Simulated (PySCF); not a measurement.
Cyclopropylamine, C3H7N, SMILES NC1CC1, point group C1.

Force field and properties: PBE0/pcSseg-1 (PySCF, grid level 2). Vibrational terms come from second-order perturbation theory with semi-diagonal cubic constants, by steps of ±0.6 along the normal coordinates of each isotopologue. The parent has the commonest isotopes.

Equilibrium geometry (Å):

```
atom        x        y        z
  N1   1.6171   0.1616   0.1268
  C2   0.2517   0.0698   0.5572
  C3  -0.8139   0.7653  -0.2176
  C4  -0.7963  -0.7411  -0.1606
  H5   2.1028  -0.7160   0.2964
  H6   1.6683   0.3355  -0.8729
  H7   0.1579   0.1152   1.6424
  H8  -0.5242   1.2381  -1.1554
  H9  -1.5903   1.3041   0.3206
 H10  -0.4872  -1.2718  -1.0599
 H11  -1.5641  -1.2503   0.4192
```

(1) Give the equilibrium and ground-state rotational constants (MHz) of parent; ²H at 6.

(2) How is the parent's vibrational correction B0 − Be made up?

(3) And its quartic centrifugal distortion constants from the harmonic force field?

(4) Which nuclear quadrupole couplings χaa, χbb, χcc (MHz) does the parent show, at equilibrium and averaged?

A mode lies under 250 cm⁻¹, where this perturbation treatment is rough. Internal rotors are held in one well.

## Answers

(1) 
```
species     Ae      Be      Ce     A0      B0      C0  Δ0 (u Å²)  harmonic ZPE (cm⁻¹)
 parent  16360  6642.9  5803.6  16211  6586.7  5746.5    -19.957                21656
²H at 6  15720  6370.1  5661.4  15581  6316.6  5602.2    -22.234                20925
```

Δ0 = Ic − Ia − Ib from the ground-state constants.

(2) 
| axis | harmonic | Coriolis | cubic | total (MHz) |
| --- | --- | --- | --- | --- |
| a | 34.2 | -46.5 | -137 | -149 |
| b | 10.5 | -5.5 | -61.2 | -56.2 |
| c | 5.97 | -4 | -59.1 | -57.1 |

(3) Asymmetric top, A reduction, Ir representation: ΔJ = 2.71 kHz, ΔJK = 3.87 kHz, ΔK = 9.94 kHz, δJ = 0.249 kHz, δK = 3.51 kHz.

(4) 14N at 1: 0.6, -1.4, 0.8 and 0.5, -1.1, 0.5.
